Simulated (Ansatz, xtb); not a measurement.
**Relative energy of two conformers of C4H9F**

Structure a is `CC[C@H](C)F`, a singlet and structure b is `CC[C@H](C)F`, a singlet. Both are isolated molecules in the gas phase, relaxed with PBE-D3(BJ)/def2-SVP.

a (Å):

```json
{"atom": "C", "x (Å)": "0.7303", "y (Å)": "1.4489", "z (Å)": "0.3545"}
{"atom": "C", "x (Å)": "1.1654", "y (Å)": "0.0076", "z (Å)": "0.0938"}
{"atom": "C", "x (Å)": "1.2908", "y (Å)": "-0.8229", "z (Å)": "1.3677"}
{"atom": "C", "x (Å)": "1.6846", "y (Å)": "-2.2706", "z (Å)": "1.1281"}
{"atom": "F", "x (Å)": "0.0549", "y (Å)": "-0.8050", "z (Å)": "2.0358"}
{"atom": "H", "x (Å)": "-0.2354", "y (Å)": "1.4664", "z (Å)": "0.8965"}
{"atom": "H", "x (Å)": "0.6071", "y (Å)": "2.0146", "z (Å)": "-0.5901"}
{"atom": "H", "x (Å)": "1.4738", "y (Å)": "1.9890", "z (Å)": "0.9773"}
{"atom": "H", "x (Å)": "0.4369", "y (Å)": "-0.4998", "z (Å)": "-0.5763"}
{"atom": "H", "x (Å)": "2.1443", "y (Å)": "-0.0183", "z (Å)": "-0.4324"}
{"atom": "H", "x (Å)": "2.0262", "y (Å)": "-0.3369", "z (Å)": "2.0531"}
{"atom": "H", "x (Å)": "0.9540", "y (Å)": "-2.7638", "z (Å)": "0.4553"}
{"atom": "H", "x (Å)": "1.7102", "y (Å)": "-2.8292", "z (Å)": "2.0840"}
{"atom": "H", "x (Å)": "2.6875", "y (Å)": "-2.3331", "z (Å)": "0.6604"}
```

b (Å):

```xyz
14

C     1.1980   -2.4473    1.7038
C     0.9171   -2.0431    0.2565
C     0.4745   -0.5911    0.0847
C    -0.8733   -0.2571    0.7031
F     0.4063   -0.3210   -1.2896
H     0.2865   -2.4001    2.3338
H     1.9595   -1.7869    2.1695
H     1.5821   -3.4849    1.7600
H     1.8282   -2.1814   -0.3632
H     0.1356   -2.6974   -0.1881
H     1.2585    0.0822    0.5076
H    -1.1531    0.7891    0.4713
H    -0.8478   -0.3707    1.8050
H    -1.6601   -0.9269    0.2995
```

Question: Which of the two would you expect CCSD(T)/def2-SVP + ΔMP2/def2-TZVPP electronic energies to favour?

Answer: Too close to call at this level: CCSD(T)/def2-SVP + ΔMP2/def2-TZVPP gives E(b) − E(a) = +0.52 kcal/mol.

Level by level:

```json
{"level": "PBE-D3(BJ)/def2-SVP", "geometry": "PBE-D3(BJ)/def2-SVP", "E(b) − E(a) (kcal/mol)": "+0.68", "departure from the last row (kcal/mol)": "+0.16", "job, with rough time for the two": "optimisation, 11 s"}
{"level": "HF/def2-SVP", "geometry": "PBE-D3(BJ)/def2-SVP", "E(b) − E(a) (kcal/mol)": "+1.07", "departure from the last row (kcal/mol)": "+0.55", "job, with rough time for the two": "part of the CCSD(T) run"}
{"level": "MP2/def2-SVP", "geometry": "PBE-D3(BJ)/def2-SVP", "E(b) − E(a) (kcal/mol)": "+0.79", "departure from the last row (kcal/mol)": "+0.27", "job, with rough time for the two": "part of the CCSD(T) run"}
{"level": "CCSD(T)/def2-SVP", "geometry": "PBE-D3(BJ)/def2-SVP", "E(b) − E(a) (kcal/mol)": "+0.84", "departure from the last row (kcal/mol)": "+0.32", "job, with rough time for the two": "single point"}
{"level": "CCSD(T)/def2-SVP + ΔMP2/def2-TZVPP", "geometry": "PBE-D3(BJ)/def2-SVP", "E(b) − E(a) (kcal/mol)": "+0.52", "departure from the last row (kcal/mol)": "", "job, with rough time for the two": "single point, 20 s"}
```

The largest departure from CCSD(T)/def2-SVP + ΔMP2/def2-TZVPP is that of HF/def2-SVP, 0.55 kcal/mol. Levels run at GFN2-xTB geometries aren't shown. The last row adds to CCSD(T) the change of the MP2 difference between the two basis sets, here −0.32 kcal/mol.

With harmonic frequencies from PBE-D3(BJ)/def2-SVP (ideal gas, rigid rotor, one conformer each, 298.15 K, 1 atm): on the last row, ΔE + ΔZPE = +0.55, ΔH = +0.55, ΔG = +0.49 kcal/mol.

The correlated steps freeze 5 core orbitals. Run with Ansatz 0.2.0; the last row on 2 threads of AMD EPYC 9R45 96-Core Processor (Zen 5) on a shared host.
